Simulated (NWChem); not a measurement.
A series in which one site is exchanged, each optimised at PBE0/def2-SVP with NWChem, gas phase unless a solvent is named. def2 effective core potentials on Rb, Ag, Cs; no spin-orbit coupling.

A: [Na][Cl] (NaCl; site = Na)
B: [Rb][Cl] (RbCl; site = Rb)
C: [Ag][Cl] (AgCl; site = Ag)
D: [Cl][Cs] (CsCl; site = Cs)

Values for A:

dipole (D), PBE0/def2-SVP: 8.22
vertical ionisation energy, ΔSCF, PBE/def2-SVP (eV): 9.15
vertical ionisation energy, ΔSCF, CAM-B3LYP/def2-SVP (eV): 9.09
static polarisability, CAM-B3LYP/def2-SVPD (bohr³): 30.0
lowest singlet excitation, CAM-B3LYP/def2-SVPD, TDA (eV): 4.11

How do these values change for the other members?


| change from A | B | C | D |
|---|---|---|---|
| dipole (D), PBE0/def2-SVP | +2.12 | -2.90 | +1.72 |
| vertical ionisation energy, ΔSCF, PBE/def2-SVP (eV) | -0.72 | +0.84 | -0.76 |
| vertical ionisation energy, ΔSCF, CAM-B3LYP/def2-SVP (eV) | -0.61 | +0.84 | -0.79 |
| static polarisability, CAM-B3LYP/def2-SVPD (bohr³) | +8.0 | +9.2 | +15.7 |
| lowest singlet excitation, CAM-B3LYP/def2-SVPD, TDA (eV) | +0.06 | -0.79 | +0.29 |
